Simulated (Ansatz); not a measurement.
All numbers were calculated with Ansatz.

Basis-set series for C$_{4}$H$_{7}$ClO (`C=COCCCl`). Total charge 0; spin multiplicity 1. All single points use the PBE0-D4/def2-TZVP geometry. It is a higher conformer; a search finds a lower one.

```csv
functional,basis,functions,energy (Eh),HOMO (eV),LUMO (eV)
PBE0-D4,def2-SVP,123,-691.29378,-6.67,0.76
PBE0-D4,def2-QZVPP,565,-691.74146,-6.82,0.34
ωB97M-V,def2-SVP,123,-691.57577,-8.92,2.95
ωB97M-V,def2-QZVPP,565,-692.03244,-9.07,1.86
```

Task: Give the rows for def2-TZVPP. (Best estimate.)

Result: The calculation gave: 
```
functional       basis  functions  energy (Eh)  HOMO (eV)  LUMO (eV)
   PBE0-D4  def2-TZVPP        295   -691.71499      -6.79       0.46
   ωB97M-V  def2-TZVPP        295   -692.00689      -9.04       2.51
```

Positive LUMOs are unbound and depend on the basis.
